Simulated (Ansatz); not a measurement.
# CH2B+ (quintet): from Hartree-Fock to the top rungs, def2-QZVPP

One table from this session's results is given with a row withheld; the runs are named, their logs left out.

The runs use Ansatz 0.2.0, Gaussian basis; def2-QZVPP, core rule «outside noble gas», up to 2 orbitals frozen.

To be run: UHF; ROHF; CCSD(T) on UHF.

## The system

The geometry is a PBE0/def2-TZVP stationary point (not a proven minimum) of the parent state, kept for this charge and spin.

4 atoms, charge 1, spin multiplicity 5.

Atoms are counted from 1 here; the program's logs count them from 0.

Bond lengths: B1–C2 1.527 Å, B1–H3 1.203 Å, C2–H4 1.092 Å. Angles: C2–B1–H3 121.6°, B1–C2–H4 134.8°.

The first run:

in.yaml reads:

```yaml
crystal:
  periodic: [false, false, false]
  atoms:
    - {symbol: B, position_ang: [0.000000, -0.104832, 0.802428]}
    - {symbol: C, position_ang: [0.000000, -0.044574, -0.723222]}
    - {symbol: H, position_ang: [0.000000, 0.894880, 1.472485]}
    - {symbol: H, position_ang: [0.000000, 0.760676, -1.461216]}
basis:
  gaussian: {orbitals: "def2-QZVPP.json"}
total_charge: 1
magnetization: {spin_polarized: true, initial_magnetization: 4}
hamiltonian: {xc: hf}
output: {orbitals: {seedname: orbitals}}
```

Started as:

```bash
> ansatz run in.yaml --threads 1 --pin off --events-out ev --progress --plain --max-ram 2393MiB
```

Among the steps run: UHF; ROHF; CCSD(T) on UHF.

One of the session's tables, all rows but one given; the rest of the session is left out.

It belongs to the step «Misses and costs». 

| method | from UCCSD(T) (meV) |
| --- | --- |
| ROHF | +5375.5 |
| UHF | +5230.3 |
| UMP2 | +951.0 |
| UCCSD | ? |
| UCCSD(T) | 0 |

**Question.** Estimate the row for UCCSD.

The run gave: from UCCSD(T) (meV): +223.0. In the column «from UCCSD(T) (meV)» it lies between UCCSD(T) (0) and UMP2 (+951.0).
